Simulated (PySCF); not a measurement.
**Dipole moment and polarisability across levels of theory**

CS.
SMILES: `[C-]#[S+]`

PySCF, dipoles from the SCF density, polarisabilities from static response with core orbitals frozen. Geometry: PBE0-D3(BJ)/def2-SVP; no solvent, vibrations or thermal averaging.

Reference dipole: 1.958 D (measured, gas; NIST CCCBDB Release 22 (SRD 101), experimental dipoles). Reference dipole: 1.969 D (computed, CCSD(T)/CBS, all electrons, equilibrium geometry, gas; Hait, Head-Gordon, J. Chem. Theory Comput. 14 (2018) 1969). Reference polarisability: 4.207 Å³ (computed, CCSD(T)/CBS, static electronic, isotropic average, equilibrium geometry, gas; Hait, Head-Gordon, Phys. Chem. Chem. Phys. 20 (2018) 19800). Errors are taken against the first value of each kind. The anisotropy is √(½[(α1 − α2)² + (α2 − α3)² + (α3 − α1)²]).

| level | μ (D) | error (%) | α (Å³) | error (%) | anisotropy (Å³) |
| --- | --- | --- | --- | --- | --- |
| LDA/def2-SVPD | 2.082 | +6.3 | 4.22 | +0.4 | 2.02 |
| PBE/def2-SVPD | 1.993 | +1.8 | 4.20 | 0.0 | 2.02 |
| B3LYP/def2-SVPD | 1.958 | 0.0 | 4.16 | -1.2 | 1.96 |
| PBE0/def2-SVPD | 1.921 | -1.9 | 4.12 | -2.1 | 1.95 |
| BHandHLYP/def2-SVPD | 1.857 | -5.2 | 4.09 | -2.8 | 1.90 |
| CAM-B3LYP/def2-SVPD | 1.963 | +0.3 | 4.13 | -1.9 | 1.93 |
| wB97X-D/def2-SVPD | 1.877 | -4.1 | 4.14 | -1.7 | 1.95 |
| LC-wPBE/def2-SVPD | 1.931 | -1.4 | 4.05 | -3.6 | 1.91 |
| HF/def2-SVPD | 1.625 | -17.0 | 4.09 | -2.7 | 1.86 |
| PBE0/6-31G* | 1.578 | -19.4 | 2.95 | -29.9 | 2.75 |
| PBE0/def2-SVP | 1.799 | -8.1 | 2.95 | -29.9 | 2.67 |
| PBE0/6-31+G* | 1.760 | -10.1 | 3.50 | -16.9 | 3.05 |
| PBE0/aug-cc-pVDZ | 1.861 | -5.0 | 4.13 | -1.9 | 2.11 |
| PBE0/def2-TZVP | 1.903 | -2.8 | 3.68 | -12.5 | 2.56 |
| PBE0/def2-TZVPD | 1.932 | -1.3 | 4.21 | +0.1 | 2.05 |
| PBE0/aug-cc-pVTZ | 1.897 | -3.1 | 4.21 | 0.0 | 2.05 |

For the dipole, the smallest error is 0.0% (B3LYP/def2-SVPD) and the largest 19.4% (PBE0/6-31G*). For the polarisability, the smallest error is 0.0% (PBE0/aug-cc-pVTZ and PBE/def2-SVPD) and the largest 29.9% (PBE0/6-31G* and PBE0/def2-SVP). The dipole runs from 1.58 D (PBE0/6-31G*) to 2.08 D (LDA/def2-SVPD). In one basis (def2-SVPD) the functionals order the polarisability from LC-wPBE (lowest) to LDA (highest), a spread of 4%. With PBE0 the polarisability is 3.19 Å³ without diffuse functions (mean of 6-31G*, def2-SVP and def2-TZVP) and 4.03 Å³ with them (mean of 6-31+G*, def2-SVPD, aug-cc-pVDZ, def2-TZVPD and aug-cc-pVTZ). Measured values can belong to vibrating molecules; the computed ones are for one fixed geometry.
